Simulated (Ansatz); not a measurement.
**BeBH (singlet): the correlation ladder at angle B1–Be2–H3 = 180.0°, cc-pVDZ**

Aim: climb from Hartree-Fock through coupled cluster and multireference methods for BeBH (singlet) at one geometry and basis, and see what each rung misses.

Program: Ansatz 0.2.0, Gaussian basis. Level of theory: cc-pVDZ, core rule «outside noble gas», up to 2 orbitals frozen. These are calculated values, not measurements.

Plan: UHF; CCSD(T) on RHF; CCSD(T) on UHF; BCCD(T) on RHF; CISD; CCSDT(Q) on RHF; CCSDT(Q) on UHF; CCSDTQ on RHF; CASSCF and MRCISD+Q, 2 electrons in 2 orbitals; CASSCF and NEVPT2, 2 electrons in 2 orbitals.

29 further runs of the same task are left out: 21 for a known fault of the program, 6 that didn't finish, 2 set aside as unsound or not needed.

### Step 1. The system

The geometry derives from a PBE0/def2-TZVP stationary point (not a proven minimum). One angle is set to the value named; bond lengths are kept.

3 atoms, charge 0, spin multiplicity 1.

Atoms are counted from 1 here; the program's logs count them from 0.

Bond lengths: B1–Be2 2.042 Å, Be2–H3 1.345 Å. Angles: B1–Be2–H3 180.0°.

### Step 2. UHF

Input file in.yaml:

```yaml
crystal:
  periodic: [false, false, false]
  atoms:
    - {symbol: B, position_ang: [0.000000, 0.000000, 1.809825]}
    - {symbol: Be, position_ang: [0.000000, 0.000000, -0.232573]}
    - {symbol: H, position_ang: [0.000000, 0.000000, -1.577252]}
basis:
  gaussian: {orbitals: cc-pVDZ}
magnetization: {spin_polarized: true, initial_magnetization: 0}
hamiltonian: {xc: hf}
output: {orbitals: {seedname: orbitals}}
```

On the command line:

```bash
$ ansatz run in.yaml --threads 1 --pin off --events-out ev --progress --plain --max-ram 2393MiB
```

Further steps of the session: CCSD(T) on RHF; CCSD(T) on UHF; BCCD(T) on RHF; CISD; CCSDT(Q) on RHF; CCSDT(Q) on UHF; CCSDTQ on RHF; CASSCF and MRCISD+Q, 2 electrons in 2 orbitals; CASSCF and NEVPT2, 2 electrons in 2 orbitals.

Q: Predict the results of all the runs planned. Wanted: RCCSDTQ below the RHF energy; RMP2 from RCCSDTQ; UMP2 from RCCSDTQ; RCCSD from RCCSDTQ; RCCSD(T) from RCCSDTQ; UCCSD(T) from RCCSDTQ; RCCSDT(Q) from RCCSDTQ; UCCSDT(Q) from RCCSDTQ; NEVPT2 pair from RCCSDTQ.

The runs gave:

```
                         quantity                                                                             value
     RCCSDTQ below the RHF energy                                                                        -3.5364 eV
                RMP2 from RCCSDTQ                                                                     +108.6 kJ/mol
                UMP2 from RCCSDTQ                                                                      +97.8 kJ/mol
               RCCSD from RCCSDTQ                                                                      +10.4 kJ/mol
            RCCSD(T) from RCCSDTQ                                                                       +3.2 kJ/mol
            UCCSD(T) from RCCSDTQ                                                                       +3.3 kJ/mol
           RCCSDT(Q) from RCCSDTQ                                                                       +0.3 kJ/mol
           UCCSDT(Q) from RCCSDTQ                                                                       +0.5 kJ/mol
         NEVPT2 pair from RCCSDTQ                                                                      +98.9 kJ/mol
       MRCISD+Q pair from RCCSDTQ                                                                       -1.5 kJ/mol
levels within 1 kcal/mol (43 meV)  RCCSD(T), UCCSD(T), BCCD(T), RCCSDT, UCCSDT, RCCSDT(Q), UCCSDT(Q), MRCISD+Q pair
                    T1 diagnostic                                                                             0.014
```

**Reading.** RCCSD(T) misses by +3.2 kJ/mol, 0.9 % of the correlation energy. Of the multireference levels listed MRCISD+Q pair comes nearest in total energy (-1.5 kJ/mol), which doesn't show that its space is the better one. These misses are within one basis, not against nature.
